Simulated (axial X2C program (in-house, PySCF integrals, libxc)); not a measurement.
# OBO²⁺: properties at the nuclei

Computed with an in-house all-electron X2C program for linear molecules (integrals from PySCF): two-component X2C with atomic mean-field Coulomb and Gaunt terms, Gaussian nuclei, basis O dyall-av3z, B dyall-v3z with contracted cores.

O–B–O held linear, with bonds 1.381 and 1.381 Å (near the PBE0 minimum at charge 2 of the determinant lowest at the starting distance; the state shown can have its own minimum elsewhere, held linear; other orders of the atoms were not compared).

Determinant lowest in the PBE0 search, Ω = 5/2 (⟨Sz⟩ = 1.50, ⟨Lz⟩ = 1.00 at PBE0), spin on the atoms O 0.77, B -0.04, O 0.77:

```
    level  A∥/gI O (MHz)  qzz O (a.u.)  A∥/gI B (MHz)  qzz B (a.u.)
     PBE0           1.99         -1.33           1.18         -0.46
       HF           2.59         -1.54          -9.77         -0.36
BHandHLYP           5.47         -1.41           0.22         -0.45
```

Determinant 0.01 eV from it at PBE0 and this distance, Ω = 1/2 (⟨Sz⟩ = 1.50, ⟨Lz⟩ = -1.00 at PBE0), spin on the atoms O 0.77, B -0.04, O 0.77:

```tsv
level	A∥/gI O (MHz)	qzz O (a.u.)	A∥/gI B (MHz)	qzz B (a.u.)
PBE0	-605	-1.33	-142	-0.46
HF	-299	-1.54	-278	-0.36
BHandHLYP	-506	-1.41	-165	-0.45
```

A∥ (defined per Ω) follows by multiplying with gI = μI/(I μN); qzz is the electric field gradient, eQq0 = 234.96 MHz × Q/barn × qzz. The operators were transformed with the bare-nucleus X2C matrices; with these basis sets, hyperfine constants and field gradients can be off by tens of per cent, and where levels differ in sign neither size nor sign is settled.

Q: With Q(17O) = -0.02558 barn, Q(11B) = 0.04059 barn (Q from Pyykkö, Mol. Phys. 2018), turn the PBE0 values of the first state into constants in MHz.

A: eQq0(17O) = 234.96 × (-0.02558) × (-1.33) = 7.99 MHz; eQq0(11B) = 234.96 × (0.04059) × (-0.46) = -4.39 MHz.

The molecule was held linear; bending was not examined, so a bent shape may lie lower.

Each state is one determinant with collinear spin, which with several unpaired electrons need not be a pure state. Unrestricted Hartree–Fock can overshoot spin polarisation at the nuclei. With several open shells hyperfine constants can be off by a factor of several. The search compared states at one distance, so a state with another bond length can lie lower. Where a field gradient or hyperfine factor spreads by more than a factor of two over the levels, a constant derived from it is not to be relied on. PBE0 term energies can be off by some tenths of an eV.
